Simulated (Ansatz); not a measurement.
H3Si–NH2, singlet: the ladder up to RCCSDT(Q)

Geometry: a PBE0/def2-TZVP stationary point for this spin, not checked as a minimum.

```xyz
7

Si   -0.0113    0.0000    0.5726
N     0.0538    0.0000   -1.1465
H     0.6843   -1.2207    1.0558
H     0.6843    1.2207    1.0558
H    -1.3785    0.0000    1.1752
H    -0.2111   -0.8283   -1.6548
H    -0.2111    0.8283   -1.6548
```

Basis cc-pVTZ; Ansatz 0.2.0. Only valence electrons are correlated (noble-gas cores frozen), which leaves 14 electrons in 128 orbitals. Prefix R: restricted or restricted open-shell reference.

Full CI isn't at hand for all of this; RCCSDT(Q) serves as the reference, and is uncertain by the last step of the cluster series or more.

```
UHF ⟨S²⟩                          : 0.000
T1 diagnostic (RCCSD)             : 0.0094
largest doubles amplitude (RCCSD) : 0.029
```

Task: From what is known of these methods and the diagnostics, rank them by the size of their error in total energy against RCCSDT(Q) in cc-pVTZ, smallest first (an estimate: the text doesn't fix the numbers).
A. RHF
B. RCCSD
C. RCCSDT
D. RMP2
E. RCCSD(T)

Result: C (0.32 kcal/mol), E (0.74 kcal/mol), B (8.43 kcal/mol), D (27.82 kcal/mol), A (248.84 kcal/mol).

All errors are against RCCSDT(Q) in cc-pVTZ. Within each family the higher level lies nearer, as is usual though not guaranteed.
